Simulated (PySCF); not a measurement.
## Working out the electron affinity of O

O⁻ [He] 2s2 2p5 (2P) → O [He] 2s2 2p4 (3P). All numbers are calculated (PySCF 2.14, no relativity, point nucleus, in aug-cc-pVDZ (4s3p2d, 23 functions)). Frozen: 1s2. Energies in hartree (1 hartree = 27.21139 eV):

| part | O⁻ (lower) | O (upper) |
| --- | --- | --- |
| UHF | -74.777374 | -74.796601 |
| CCSD correlation | -0.186438 | -0.127241 |
| (T) | -0.005469 | -0.001812 |

Q: What does Hartree-Fock give?

A: (-74.796601) − (-74.777374) = -0.019227 hartree = -0.523 eV.

Q: What do CCSD and CCSD(T) give?

A: The CCSD correlation energies differ by 0.059197 hartree = 1.611 eV and the triples by 0.003657 hartree = 0.100 eV, so CCSD gives 1.088 eV and CCSD(T) 1.188 eV.

A first-order spin-orbit estimate adds -0.001 eV to CCSD(T) (valence), giving 1.187 eV against 1.461 eV (measured; photodetachment measurements, as compiled on the Wikipedia data page of electron affinities).

A double-zeta basis recovers only part of the correlation energy.

What remains against the reference includes basis incompleteness, the frozen core and higher excitations.
